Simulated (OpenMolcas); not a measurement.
# How methods differ on PH3 (phosphine)

PH3 has 4 atoms, charge 0, and is taken as a singlet. SMILES: `P`. The shape is that of a PBE0-D4/def2-TZVP optimisation.

```xyz
4

P     0.3460   -0.3265   -0.3328
H     0.6309   -0.0340    1.0270
H    -1.0055   -0.6630   -0.0572
H     0.0287    1.0235   -0.6369
```

Quantity: the energy change with the P1–H3 bond stretched from 1.420 to 2.840 Å, in eV. The values are calculated.

```tsv
level	kind	program	value (eV)	less FCI/STO-3G	CPU time (all runs)
HF/STO-3G (restricted)	Hartree–Fock	OpenMolcas	7.87	+3.76	3.4 s
PBE/STO-3G (restricted)	GGA	OpenMolcas	5.32	+1.21	9.5 s
PBE0/STO-3G (restricted)	global hybrid	OpenMolcas	6.07	+1.96	7 s
B2PLYP/STO-3G (restricted)	double hybrid	OpenMolcas	5.69	+1.58	6.7 s
MP2/STO-3G (restricted)	perturbation theory	OpenMolcas	5.67	+1.56	3.4 s
MRCI(2,2)/STO-3G	multireference	OpenMolcas	4.11	0.00	3.5 s
SC-NEVPT2(2,2)/STO-3G	multireference	OpenMolcas	4.11	0.00	3.4 s
ACPF/STO-3G (restricted)	coupled cluster or CI	OpenMolcas	2.07	-2.04	3.6 s
FCI/STO-3G	exact in the basis	OpenMolcas	4.11	0.00	3.9 s
```

FCI/STO-3G is exact within its basis and frozen core, so for wave-function methods in that basis the difference is their error; functionals converge differently with the basis, so for them it is only a difference. Spin-restricted single references rise too steeply as a bond breaks, Hartree–Fock most of all. Perturbation and coupled-cluster corrections on them can overshoot downwards. The first shape isn't each level's own minimum. The values span 2.07 to 7.87 eV. All rows use very small basis sets, so even the best lies far from the true value. Times are those of the runs behind each value, whatever else they computed, on shared processors of several kinds: orders of magnitude only.
